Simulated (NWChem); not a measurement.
## What CH5FSi (SMILES C[SiH2]F) costs in NWChem

CH5FSi has 8 atoms, charge 0, and is taken as a singlet. SMILES: `C[SiH2]F`. Geometry: relaxed at PBE0-D4/def2-TZVP.

```xyz
8

C    -0.5214    0.7003   -0.4370
Si    0.4484   -0.6420    0.3952
F     1.9465   -0.6496   -0.1788
H    -0.5624    0.5425   -1.5171
H    -1.5467    0.7132   -0.0565
H    -0.0772    1.6803   -0.2484
H     0.5387   -0.4208    1.8607
H    -0.1337   -1.9812    0.1260
```

Program: NWChem 7.3.0. Hardware: 1 thread of Intel Xeon Platinum 8259CL at 2.50GHz (Skylake/Cascade Lake), shared host, so times are rough. Two-electron integrals are exact unless an approximation is named.

Estimate their order by wall time, quickest first.
A. gradient at B3LYP/6-31G* (spherical functions), grid xfine
B. energy of the triplet at UMP2/6-311+G**, 7 core orbitals frozen
C. gradient at HF/3-21G

C (2.4 s), A (29 s), B (3.1 min).
